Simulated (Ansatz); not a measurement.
[GeH$_{3}$···H···F], doublet: the ladder up to UCCSDT(Q)

Geometry: a point of a hydrogen-transfer path between rigid fragments, not a stationary point.

```yaml
atoms:
  - { symbol: Ge, position_ang: [-0.6093, 0.0000, 0.0000] }
  - { symbol: H, position_ang: [-1.1207, 1.4466, 0.0000] }
  - { symbol: H, position_ang: [-1.1207, -0.7233, 1.2528] }
  - { symbol: H, position_ang: [-1.1207, -0.7233, -1.2528] }
  - { symbol: H, position_ang: [0.9251, 0.0000, 0.0000] }
  - { symbol: F, position_ang: [2.4587, 0.0000, 0.0000] }
```

Basis cc-pVDZ; Ansatz 0.2.0. Correlated methods freeze the noble-gas cores and the filled d shells of p-block atoms, which leaves 15 electrons in 46 orbitals. R marks a restricted (for open shells ROHF) determinant, U an unrestricted one. Active spaces: pair = (3e, 3o) about the gap; valence = (15e, 12o) chosen from the atoms' valence shells. No spin–orbit coupling is included, and no scalar relativity.

Full CI isn't at hand for all of this; UCCSDT(Q) serves as the reference, and is uncertain by about the last step of the cluster series. The frozen core follows each run's orbitals, which can shift R against U totals by a few meV for light atoms and by up to 0.1 eV past Ca.

The UHF ⟨S²⟩ is 0.764 and the T1 diagnostic (RCCSD) is 0.0331. The largest doubles amplitude (RCCSD) is 0.035 and the T1 diagnostic (UCCSD) is 0.0253.

```
   level  E − E(RHF) (eV)
     UHF          -0.1598
    UMP2          -7.3838
   UCCSD          -8.5501
UCCSD(T)          -8.6687
```

Task: Estimate how far UCCSDT(Q) in cc-pVDZ lies from UCCSD(T). The table doesn't fix it; the size of (T) and the diagnostics are the guide.

Result: UCCSDT(Q) in cc-pVDZ lies 0.72 kcal/mol below UCCSD(T), which is 26 % of the (T) step (-2.74 kcal/mol). T1 is raised, and the rest is a large part of (T).

The other levels:

```
 level  E − E(UCCSDT(Q)) (kcal/mol)  share of correlation (%)  wall time
UCCSDT                         0.21                     99.90          –
```

The correlation energy at UCCSDT(Q), counted from RHF, is -8.700 eV. That run took 7 s on 2 threads of AMD EPYC 7R13 with a shared H100 80 GB, shared host.

Run but not shown, since their state or frozen core can't be matched to the reference's or they repeat it: RHF, RMP2, RCCSD, RCCSD(T), BCCD(T), RCCSDT, RCCSDT(Q), CASSCF (pair space), NEVPT2 (pair space), CASSCF (valence space), NEVPT2 (valence space), MRCISD (valence space), MRCISD+Q (valence space).

Times hold each run's SCF and search for its determinant on a shared host, so for small cases they say little of a method's own cost; they ran on 1 thread of AMD EPYC 7R13.

Natural occupations of CASSCF (valence space) about the gap: 1.986 1.973 1.973 1.970 1.001 0.034 0.022 0.020 0.020; effectively unpaired electrons, Σ n²(2−n)², 1.02.
